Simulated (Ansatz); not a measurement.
Relaxation of H₉PSi₂ (12 atoms, charge 0, multiplicity 1), to a largest force component of 0.03 eV/Å in at most 50 steps.

Level of theory: RKS PBE0/6-31G* (Ansatz).

```xyz
12
Properties=species:S:1:pos:R:3
Si 0.222 0.029 0.226
Si 0.469 -0.016 2.470
H -0.708 -0.550 3.209
H 1.637 -0.878 2.822
H 0.749 1.356 2.987
H 1.586 0.116 -0.378
H -0.553 1.204 -0.255
H -0.411 -1.220 -0.282
P -3.132 0.107 0.732
H -2.979 -1.240 0.301
H -4.133 -0.231 1.694
H -2.077 0.011 1.681
```

Task: Where does it end, and by what steps?

Result: The run converged. The force dipped under the threshold on the way, but the program's further checks kept it going. After 12 steps the energy has fallen by 0.245 eV; H12 moved furthest, 0.82 Å.

```
step  energy less start (eV)  largest force component (eV/Å)  accepted
   0                  0.0000                           1.206       yes
   1                 -0.1628                           0.181       yes
   2                 -0.2010                           0.080       yes
   3                 -0.2284                           0.103       yes
   4                 -0.2224                           0.225        no
   5                 -0.2353                           0.029       yes
   6                 -0.2407                           0.040       yes
   7                 -0.2426                           0.068       yes
   8                 -0.2437                           0.065       yes
   9                 -0.2445                           0.041       yes
  10                 -0.2448                           0.018       yes
  11                 -0.2449                           0.022       yes
  12                 -0.2453                           0.024       yes
```

```xyz
12
Properties=species:S:1:pos:R:3
Si 0.590 0.020 0.205
Si 0.846 0.016 2.529
H -0.460 -0.256 3.194
H 1.813 -1.038 2.949
H 1.349 1.334 3.007
H 1.886 0.327 -0.464
H -0.410 1.046 -0.208
H 0.118 -1.311 -0.270
P -3.913 0.091 0.738
H -3.444 -1.137 0.195
H -4.825 -0.552 1.620
H -2.882 0.148 1.716
```

Whether the end is a true minimum wasn't checked by a vibrational analysis.

The run took 56 s on 1 thread of Arm Neoverse V1, on a shared host, peak memory 0.15 GiB.
